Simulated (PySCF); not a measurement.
Dipole moment and polarisability across levels of theory

Sodium fluoride, NaF.
Structure used (PBE0-D3(BJ)/def2-SVP), in Å, numbered top down from 1:
```
atom  x, y, z in Å
F1     0.946   -0.003   -0.010
Na2   -0.940    0.005   -0.019
```

PySCF, dipoles from the SCF density, polarisabilities from static response with core orbitals frozen. Geometry: PBE0-D3(BJ)/def2-SVP; no solvent, vibrations or thermal averaging.

Problem. Compare the levels for these properties.

Solution. 

```tsv
level	μ (D)	error (%)	α (Å³)	anisotropy (Å³)
LDA/def2-SVPD	7.850	-3.4	2.25	0.72
PBE/def2-SVPD	7.803	-3.9	2.39	0.96
B3LYP/def2-SVPD	8.003	-1.5	1.90	0.47
PBE0/def2-SVPD	8.052	-0.9	1.77	0.33
BHandHLYP/def2-SVPD	8.169	+0.6	1.48	0.15
CAM-B3LYP/def2-SVPD	8.069	-0.7	1.74	0.28
wB97X-D/def2-SVPD	8.158	+0.4	1.66	0.10
LC-wPBE/def2-SVPD	8.128	+0.1	1.64	0.12
HF/def2-SVPD	8.340	+2.7	1.15	0.02
PBE0/def2-SVP	7.307	-10.0	1.62	0.45
PBE0/6-31G*	7.110	-12.5	1.90	0.79
PBE0/6-31+G*	8.069	-0.7	1.56	0.63
PBE0/aug-cc-pVDZ	8.065	-0.7	1.79	0.46
PBE0/def2-TZVP	7.749	-4.6	1.59	0.37
PBE0/def2-TZVPD	7.869	-3.1	1.92	0.37
PBE0/aug-cc-pVTZ	7.953	-2.1	1.93	0.34
```

Reference dipole: 8.123 D (measured, gas; NIST CCCBDB Release 22 (SRD 101), experimental dipoles). Reference dipole: 8.134 D (computed, CCSD(T)/CBS, all electrons, equilibrium geometry, gas; Hait, Head-Gordon, J. Chem. Theory Comput. 14 (2018) 1969). Reference dipole: 8.156 D (measured, gas; Liu, Meijer, Perez-Rios, Phys. Chem. Chem. Phys. 22 (2020) 24191). Errors are taken against the first value of each kind. The anisotropy is √(½[(α1 − α2)² + (α2 − α3)² + (α3 − α1)²]). For the dipole, the smallest error is 0.1% (LC-wPBE/def2-SVPD) and the largest 12.5% (PBE0/6-31G*). The dipole runs from 7.11 D (PBE0/6-31G*) to 8.34 D (HF/def2-SVPD). No reference polarisability is at hand; against PBE0 in the largest diffuse basis at hand (aug-cc-pVTZ) the other PBE0 rows deviate by def2-SVP -16%, 6-31G* -2%, 6-31+G* -19%, def2-SVPD -9%, aug-cc-pVDZ -7%, def2-TZVP -18%, def2-TZVPD -1%. In one basis (def2-SVPD) the functionals order the polarisability from HF (lowest) to PBE (highest), a spread of 108%. With PBE0 the polarisability is 1.70 Å³ without diffuse functions (mean of def2-SVP, 6-31G* and def2-TZVP) and 1.79 Å³ with them (mean of 6-31+G*, def2-SVPD, aug-cc-pVDZ, def2-TZVPD and aug-cc-pVTZ). Measured values can belong to vibrating molecules; the computed ones are for one fixed geometry.
